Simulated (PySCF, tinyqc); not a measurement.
CCD on RHF in the sto-3g basis, frozen core, for HF, spin multiplicity 1, step by step. The lowest restricted solution is unstable here: a spin-polarised one lies 0.0030 hartree lower (PySCF). Computed by tinyqc, a small Python program that keeps every step (integrals from PySCF). Settings: charge = 0, multiplicity = 1, basis = sto-3g, method = RHF, frozen orbitals = 1, energy threshold = 1e-10, iteration cap = 56, orthogonalisation = canonical, start = atomic densities, DIIS depth = 6, amplitude equations = CCD, DIIS depth for amplitudes = 0, cap on updates = 70. Command: `OMP_NUM_THREADS=1 python tinyqc.py 20540 20541 out.jsonl` (the two numbers bound the seeds that draw the settings). One thread of a shared host (Intel(R) Xeon(R) Processor @ 2.60GHz), about 0.2 s of CPU time with the checks. The early iterations of the SCF are left out here.

## One-electron integrals

Geometry (angstrom):
```
atom         x         y         z
F     0.000000  0.000000  0.000000
H     0.000000  0.000000  1.256000
```

Basis sto-3g: exponents (1/bohr^2) and contraction coefficients of normalised primitives:
```
element  l (shell)    exponent  coefficient
F            s (1)  166.679130     0.154329
F            s (1)   30.360812     0.535328
F            s (1)    8.216821     0.444635
F            s (2)    6.464803    -0.099967
F            s (2)    1.502281     0.399513
F            s (2)    0.488588     0.700115
F            p (3)    6.464803     0.155916
F            p (3)    1.502281     0.607684
F            p (3)    0.488588     0.391957
H            s (1)    3.425251     0.154329
H            s (1)    0.623914     0.535328
H            s (1)    0.168855     0.444635
```

Overlap, kinetic and nuclear-attraction integrals over the contracted functions; the nuclear repulsion is the sum of Za Zb / Rab.

nuclear repulsion = 3.79187492 hartree

overlap S, order 1F 1s, 1F 2s, 1F 2px, 1F 2py, 1F 2pz, 2H 1s:
$$\begin{pmatrix}
1.000000 & 0.237990 & 0.000000 & 0.000000 & 0.000000 & 0.022092 \\
0.237990 & 1.000000 & 0.000000 & 0.000000 & 0.000000 & 0.256755 \\
0.000000 & 0.000000 & 1.000000 & 0.000000 & 0.000000 & 0.000000 \\
0.000000 & 0.000000 & 0.000000 & 1.000000 & 0.000000 & 0.000000 \\
0.000000 & 0.000000 & 0.000000 & 0.000000 & 1.000000 & 0.226640 \\
0.022092 & 0.256755 & 0.000000 & 0.000000 & 0.226640 & 1.000000
\end{pmatrix}$$

kinetic energy T (hartree), order 1F 1s, 1F 2s, 1F 2px, 1F 2py, 1F 2pz, 2H 1s:
$$\begin{pmatrix}
36.984577 & -0.212858 & 0.000000 & 0.000000 & 0.000000 & -0.007085 \\
-0.212858 & 1.037995 & 0.000000 & 0.000000 & 0.000000 & 0.012299 \\
0.000000 & 0.000000 & 3.248015 & 0.000000 & 0.000000 & 0.000000 \\
0.000000 & 0.000000 & 0.000000 & 3.248015 & 0.000000 & 0.000000 \\
0.000000 & 0.000000 & 0.000000 & 0.000000 & 3.248015 & 0.080112 \\
-0.007085 & 0.012299 & 0.000000 & 0.000000 & 0.080112 & 0.760032
\end{pmatrix}$$

nuclear attraction V (hartree), order 1F 1s, 1F 2s, 1F 2px, 1F 2py, 1F 2pz, 2H 1s:
$$\begin{pmatrix}
-77.430899 & -9.277078 & 0.000000 & 0.000000 & -0.008026 & -0.881634 \\
-9.277078 & -11.962328 & 0.000000 & 0.000000 & -0.100016 & -2.173759 \\
0.000000 & 0.000000 & -11.852836 & 0.000000 & 0.000000 & 0.000000 \\
0.000000 & 0.000000 & 0.000000 & -11.852836 & 0.000000 & 0.000000 \\
-0.008026 & -0.100016 & 0.000000 & 0.000000 & -11.903820 & -1.641971 \\
-0.881634 & -2.173759 & 0.000000 & 0.000000 & -1.641971 & -4.976241
\end{pmatrix}$$

core Hamiltonian H = T + V (hartree), order 1F 1s, 1F 2s, 1F 2px, 1F 2py, 1F 2pz, 2H 1s:
$$\begin{pmatrix}
-40.446322 & -9.489936 & 0.000000 & 0.000000 & -0.008026 & -0.888720 \\
-9.489936 & -10.924332 & 0.000000 & 0.000000 & -0.100016 & -2.161460 \\
0.000000 & 0.000000 & -8.604821 & 0.000000 & 0.000000 & 0.000000 \\
0.000000 & 0.000000 & 0.000000 & -8.604821 & 0.000000 & 0.000000 \\
-0.008026 & -0.100016 & 0.000000 & 0.000000 & -8.655806 & -1.561858 \\
-0.888720 & -2.161460 & 0.000000 & 0.000000 & -1.561858 & -4.216209
\end{pmatrix}$$

## Two-electron integrals

Functions are numbered as in S; the eight-fold symmetry (ij|kl) = (ji|kl) = (kl|ij) leaves the list below.

Two-electron integrals (ij|kl) in chemists' order, unique and non-zero (hartree):
```
(11|11) 5.403501   (21|11) 0.841920   (21|21) 0.156299   (22|11) 1.268028
(22|21) 0.292344   (22|22) 0.926167   (31|31) 0.027998   (32|31) 0.043169
(32|32) 0.204588   (33|11) 1.264502   (33|21) 0.292403   (33|22) 0.925959
(33|33) 0.997514   (41|41) 0.027998   (42|41) 0.043169   (42|42) 0.204588
(43|43) 0.053770   (44|11) 1.264502   (44|21) 0.292403   (44|22) 0.925959
(44|33) 0.889973   (44|44) 0.997514   (51|51) 0.027998   (52|51) 0.043169
(52|52) 0.204588   (53|53) 0.053770   (54|54) 0.053770   (55|11) 1.264502
(55|21) 0.292403   (55|22) 0.925959   (55|33) 0.889973   (55|44) 0.889973
(55|55) 0.997514   (61|11) 0.079061   (61|21) 0.014566   (61|22) 0.027115
(61|33) 0.027075   (61|44) 0.027075   (61|51) 0.000573   (61|52) 0.001085
(61|55) 0.027200   (61|61) 0.001370   (62|11) 0.221293   (62|21) 0.051795
(62|22) 0.185698   (62|33) 0.182899   (62|44) 0.182899   (62|51) 0.003495
(62|52) 0.028550   (62|55) 0.191110   (62|61) 0.004903   (62|62) 0.047763
(63|31) 0.005163   (63|32) 0.031587   (63|53) 0.005843   (63|63) 0.006763
(64|41) 0.005163   (64|42) 0.031587   (64|54) 0.005843   (64|64) 0.006763
(65|11) 0.159403   (65|21) 0.037761   (65|22) 0.145028   (65|33) 0.139057
(65|44) 0.139057   (65|51) 0.007370   (65|52) 0.052432   (65|55) 0.156802
(65|61) 0.003705   (65|62) 0.045922   (65|65) 0.050669   (66|11) 0.416487
(66|21) 0.099035   (66|22) 0.410611   (66|33) 0.398289   (66|44) 0.398289
(66|51) 0.007436   (66|52) 0.087141   (66|55) 0.434914   (66|61) 0.009406
(66|62) 0.142704   (66|65) 0.160424   (66|66) 0.774606
```

## Orthogonalisation

S = U s U^T; canonical form X = U s^(-1/2), so that X^T S X = 1. Each column of U has its largest component positive (the first on a tie).

eigenvalues of S: [0.615692, 0.852884, 1.000000, 1.000000, 1.127345, 1.404079]

X, order 1F 1s, 1F 2s, 1F 2px, 1F 2py, 1F 2pz, 2H 1s:
$$\begin{pmatrix}
-0.445362 & 0.678071 & 0.000000 & 0.000000 & -0.542025 & 0.331757 \\
0.790718 & -0.381085 & 0.000000 & 0.000000 & -0.321850 & 0.516389 \\
0.000000 & 0.000000 & -0.049751 & 0.998762 & 0.000000 & 0.000000 \\
0.000000 & 0.000000 & 0.998762 & 0.049751 & 0.000000 & 0.000000 \\
0.454523 & 0.631868 & 0.000000 & 0.000000 & 0.610053 & 0.283345 \\
-0.770724 & -0.410158 & 0.000000 & 0.000000 & 0.342779 & 0.505179
\end{pmatrix}$$

Within a degenerate level the vectors are fixed only up to a rotation; this is one choice.

## Iteration 7 (converged): orbitals

converged F (hartree), order 1F 1s, 1F 2s, 1F 2px, 1F 2py, 1F 2pz, 2H 1s:
$$\begin{pmatrix}
-25.918011 & -6.625570 & 0.000000 & 0.000000 & -0.014864 & -0.628068 \\
-6.625570 & -3.016464 & 0.000000 & 0.000000 & -0.021666 & -0.623434 \\
0.000000 & 0.000000 & -0.463524 & 0.000000 & 0.000000 & 0.000000 \\
0.000000 & 0.000000 & 0.000000 & -0.463524 & 0.000000 & 0.000000 \\
-0.014864 & -0.021666 & 0.000000 & 0.000000 & -0.212581 & -0.421413 \\
-0.628068 & -0.623434 & 0.000000 & 0.000000 & -0.421413 & -0.280961
\end{pmatrix}$$

Diagonalise F' = X^T F X, C = X C', fill 5 alpha and 5 beta electrons from the bottom; D = 2 C_occ C_occ^T. Each column has its largest component positive (the first on a tie).

F' = X^T F X (hartree):
$$\begin{pmatrix}
-1.956714 & 4.418010 & 0.000000 & 0.000000 & -3.940865 & 2.751412 \\
4.418010 & -8.692087 & 0.000000 & 0.000000 & 8.926731 & -6.672757 \\
0.000000 & 0.000000 & -0.463524 & 0.000000 & 0.000000 & 0.000000 \\
0.000000 & 0.000000 & 0.000000 & -0.463524 & 0.000000 & 0.000000 \\
-3.940865 & 8.926731 & 0.000000 & 0.000000 & -10.137698 & 7.553629 \\
2.751412 & -6.672757 & 0.000000 & 0.000000 & 7.553629 & -6.681432
\end{pmatrix}$$

orbital energies (hartree): MO1 -25.927262, MO2 -1.412993, MO3 -0.479748, MO4 -0.463524, MO5 -0.463524, MO6 0.352073

coefficients C, order 1F 1s, 1F 2s, 1F 2px, 1F 2py, 1F 2pz, 2H 1s:
$$\begin{pmatrix}
0.994988 & -0.258669 & 0.049084 & 0.000000 & 0.000000 & 0.051587 \\
0.020544 & 0.998727 & -0.250267 & 0.000000 & 0.000000 & -0.283187 \\
0.000000 & 0.000000 & 0.000000 & 0.182816 & 0.983147 & 0.000000 \\
0.000000 & 0.000000 & 0.000000 & 0.983147 & -0.182816 & 0.000000 \\
0.001218 & 0.022881 & 0.685239 & 0.000000 & 0.000000 & -0.766955 \\
-0.002947 & 0.095613 & 0.600502 & 0.000000 & 0.000000 & 0.874754
\end{pmatrix}$$

D after iteration 7, order 1F 1s, 1F 2s, 1F 2px, 1F 2py, 1F 2pz, 2H 1s:
$$\begin{pmatrix}
2.118639 & -0.500366 & 0.000000 & 0.000000 & 0.057854 & 0.003621 \\
-0.500366 & 2.121021 & 0.000000 & 0.000000 & -0.297232 & -0.109711 \\
0.000000 & 0.000000 & 2.000000 & 0.000000 & 0.000000 & 0.000000 \\
0.000000 & 0.000000 & 0.000000 & 2.000000 & 0.000000 & 0.000000 \\
0.057854 & -0.297232 & 0.000000 & 0.000000 & 0.940156 & 0.827344 \\
0.003621 & -0.109711 & 0.000000 & 0.000000 & 0.827344 & 0.739508
\end{pmatrix}$$

Within a degenerate level the vectors are fixed only up to a rotation; this is one choice.

## Convergence

Stop when the energy changes by less than 1e-10 hartree and every element of the error matrix X^T (F D S - S D F) X is below 3e-06.

Course of the cycle:
```
iteration   E (hartree)     change  largest element of the error matrix
1          -99.10423794          -                             5.77e-01
2          -98.43435614   6.70e-01                             2.10e-01
3          -98.50381827  -6.95e-02                             1.87e-02
4          -98.50419939  -3.81e-04                             2.98e-03
5          -98.50420411  -4.72e-06                             2.81e-05
6          -98.50420411  -8.44e-10                             2.95e-07
7          -98.50420411  -1.99e-13                             2.11e-09
```

PySCF RHF in the same basis = -98.50420411 hartree

Converged in 7 iterations.

## Integrals over molecular orbitals

(pq|rs) = sum C_ip C_jq C_kr C_ls (ij|kl), one index at a time.

one-electron integrals over orbitals h = C^T H C (hartree):
$$\begin{pmatrix}
-40.429049 & 0.723131 & -0.129336 & 0.000000 & 0.000000 & -0.141125 \\
0.723131 & -9.122751 & 0.485739 & 0.000000 & 0.000000 & 0.770401 \\
-0.129336 & 0.485739 & -6.787584 & 0.000000 & 0.000000 & 2.270500 \\
0.000000 & 0.000000 & 0.000000 & -8.604821 & 0.000000 & 0.000000 \\
0.000000 & 0.000000 & 0.000000 & 0.000000 & -8.604821 & 0.000000 \\
-0.141125 & 0.770401 & 2.270500 & 0.000000 & 0.000000 & -5.980631
\end{pmatrix}$$

Two-electron integrals over orbitals (pq|rs), unique and non-zero (hartree); the lowest 1 orbital is frozen and left out:
```
(22|22) 0.873261    (32|22) -0.045385   (32|32) 0.134211    (33|22) 0.689995
(33|32) -0.013935   (33|33) 0.674331    (42|42) 0.189528    (43|42) -0.027476
(43|43) 0.035126    (44|22) 0.895438    (44|32) -0.065154   (44|33) 0.676435
(44|44) 0.997514    (52|52) 0.189528    (53|52) -0.027476   (53|53) 0.035126
(54|54) 0.053770    (55|22) 0.895438    (55|32) -0.065154   (55|33) 0.676435
(55|44) 0.889973    (55|55) 0.997514    (62|22) -0.083955   (62|32) -0.077260
(62|33) -0.021911   (62|44) -0.083152   (62|55) -0.083152   (62|62) 0.091448
(63|22) -0.238684   (63|32) 0.079352    (63|33) -0.092793   (63|44) -0.247351
(63|55) -0.247351   (63|62) 0.035942    (63|63) 0.233092    (64|42) -0.027942
(64|43) -0.022387   (64|64) 0.029001    (65|52) -0.027942   (65|53) -0.022387
(65|65) 0.029001    (66|22) 0.638042    (66|32) 0.045146    (66|33) 0.646960
(66|44) 0.622589    (66|55) 0.622589    (66|62) -0.053046   (66|63) -0.026335
(66|66) 0.673105
```

## CCD: starting amplitudes

t_ij^ab = <ij||ab> / (e_i + e_j - e_a - e_b), whose energy is MP2.

Starting amplitudes (spin orbitals 1a, 1b, ...; amplitudes related by a flip of all spins are not repeated):
```
from      to          t
3a 3b  6a 6b  -0.140110
2a 2b  6a 6b  -0.025905
5a 5b  6a 6b  -0.017779
4a 4b  6a 6b  -0.017779
2a 3b  6a 6b  -0.013841
```

correlation energy = -0.03705354 hartree

## CCD: amplitude update 1

t_ij^ab D_ij^ab are set to the remaining terms of the spin-orbital equations, evaluated with the old amplitudes; for the doubles these are <ij||ab> + 1/2 <ab||ef> t_ij^ef + 1/2 <mn||ij> t_mn^ab + P(ij)P(ab) <mb||ej> t_im^ae + terms in t^2, D the orbital-energy denominators.

Amplitudes after update 1 (spin orbitals 1a, 1b, ...; amplitudes related by a flip of all spins are not repeated):
```
from      to          t
3a 3b  6a 6b  -0.200488
2a 2b  6a 6b  -0.025218
2a 3b  6a 6b  -0.022686
5a 5b  6a 6b  -0.019531
4a 4b  6a 6b  -0.019531
```

correlation energy = -0.05180195 hartree

## CCD: amplitude update 2

As before.

Amplitudes after update 2 (spin orbitals 1a, 1b, ...; amplitudes related by a flip of all spins are not repeated):
```
from      to          t
3a 3b  6a 6b  -0.226173
2a 3b  6a 6b  -0.026577
2a 2b  6a 6b  -0.022976
5a 5b  6a 6b  -0.019152
4a 4b  6a 6b  -0.019152
```

correlation energy = -0.05784150 hartree

## CCD: amplitude update 3

As before.

Amplitudes after update 3 (spin orbitals 1a, 1b, ...; amplitudes related by a flip of all spins are not repeated):
```
from      to          t
3a 3b  6a 6b  -0.237021
2a 3b  6a 6b  -0.028140
2a 2b  6a 6b  -0.021731
5a 5b  6a 6b  -0.018767
4a 4b  6a 6b  -0.018767
```

correlation energy = -0.06034636 hartree

## CCD: convergence

E_corr = 1/4 sum <ij||ab> t_ij^ab; stop when the norm of the change is below 1e-8.

Course of the amplitude iterations:
```
update  correlation energy (hartree)  norm of the change
0                        -0.03705354                   -
1                        -0.05180195            1.23e-01
2                        -0.05784150            5.27e-02
3                        -0.06034636            2.23e-02
4                        -0.06138892            9.37e-03
5                        -0.06182329            3.93e-03
6                        -0.06200435            1.64e-03
7                        -0.06207986            6.87e-04
8                        -0.06211137            2.87e-04
9                        -0.06212451            1.20e-04
10                       -0.06213000            5.03e-05
11                       -0.06213229            2.11e-05
12                       -0.06213325            8.83e-06
13                       -0.06213365            3.70e-06
14                       -0.06213382            1.55e-06
15                       -0.06213389            6.51e-07
16                       -0.06213392            2.74e-07
17                       -0.06213393            1.15e-07
18                       -0.06213393            4.84e-08
19                       -0.06213394            2.04e-08
20                       -0.06213394            8.61e-09
```

Converged amplitudes (spin orbitals 1a, 1b, ...; amplitudes related by a flip of all spins are not repeated):
```
from      to          t
3a 3b  6a 6b  -0.244866
2a 3b  6a 6b  -0.029170
2a 2b  6a 6b  -0.020745
5a 5b  6a 6b  -0.018339
4a 4b  6a 6b  -0.018339
```

CCD total energy = -98.56633804 hartree

Converged in 20 updates.
